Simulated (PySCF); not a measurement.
## NH at UHF-MP2

Level: UHF-MP2. H pcseg-1, N pcseg-1; no relativity (PySCF 2.14).

For NH, the state is ³Σ⁻ (triplet), unpaired electrons π ↑↑. The bond length is 1.040 Å, the harmonic wavenumber is 3391 cm⁻¹ and the force constant is 6.37 mdyn/Å. The rotational constant Be is 16.59 cm⁻¹, the anharmonicity ωexe is 66.6 cm⁻¹ and the vibration–rotation constant αe is 0.593 cm⁻¹. The well depth De to H + N is 296 kJ/mol. The dissociation energy D0 is 276 kJ/mol.

Correlated steps freeze 1 core orbital. Correlated levels converge slowly with the basis: in double zeta they bind strong bonds too weakly, by up to about 1 eV, and carry superposition errors of some tenths. The state was picked by a PBE0 search and need not be the measured ground state.
